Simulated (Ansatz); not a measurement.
[B2H7]- (B₂H₇⁻) was relaxed with PBE0-D4 (def2-TZVPD) in Ansatz in these states: charge -1 singlet, neutral doublet. The geometries follow in no particular order.

A:

```xyz
9

B     0.723   -0.843   -0.267
H     0.010   -0.172    0.608
B    -0.723    0.851    0.236
H     1.536   -1.226    0.564
H     0.006   -1.737   -0.672
H     1.230   -0.172   -1.136
H    -0.014    1.831    0.360
H    -1.521    0.725    1.156
H    -1.246    0.743   -0.849
```

B:

```tsv
atom	x (Å)	y (Å)	z (Å)
B1	-0.619	0.228	0.394
H2	0.700	0.606	0.354
B3	0.804	-0.175	-0.681
H4	-0.423	0.202	1.654
H5	-1.320	1.115	0.034
H6	-1.219	-0.756	0.932
H7	1.544	-1.061	-0.381
H8	0.939	0.489	-1.659
H9	-0.405	-0.649	-0.648
```

Question: Judge from the bond lengths which geometry belongs to which state (an estimate).

Answer: A is the charge -1 singlet (B3–H9 1.209 Å, B1–H6 1.209 Å, B1–H2 1.313 Å); B is the neutral doublet (B3–H9 1.299 Å, B1–H6 1.272 Å, B1–H2 1.373 Å).
